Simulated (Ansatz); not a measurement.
Frontier orbitals of CH₂F₂NP, SMILES `FC(F)=NP`.

Cartesian coordinates in Å:
```
F 0.770 -0.780 1.455
C 1.113 -0.095 0.378
F 2.418 -0.127 0.274
N 0.372 0.483 -0.415
P -1.319 0.687 -0.250
H -1.718 -0.615 0.169
H -1.636 0.446 -1.610
```

The species carries charge 0 and has multiplicity 1. The geometry is a stationary point of PBE0-D4/def2-TZVP. It is one conformer, not always the lowest. Basis def2-TZVPP, the Gaussian-basis code of Ansatz.

```csv
functional,HOMO (eV),LUMO (eV),gap (eV)
PBE,-6.38,-1.32,5.06
BLYP,-6.27,-1.22,5.05
B97M-V,-6.68,-1.01,5.67
PBE0,-7.56,-0.31,7.25
B3LYP,-7.37,-0.59,6.78
r2SCAN0,-7.70,-0.16,7.54
ωB97X-V,-9.84,1.94,11.78
ωB97M-V,-9.70,1.75,11.45
```

A quarter of exact exchange (PBE0) shifts PBE's HOMO by −1.18 eV and its LUMO by +1.01 eV; full exchange at long range (ωB97M-V) shifts them by −3.32 and +3.07 eV. The gap opens from 5.06 to 11.45 eV, since occupied levels lose self-interaction and empty ones feel all the electrons. A positive LUMO is unbound and depends on the basis.

B3LYP here is the variant with VWN-RPA as its local correlation; programs differ in this.
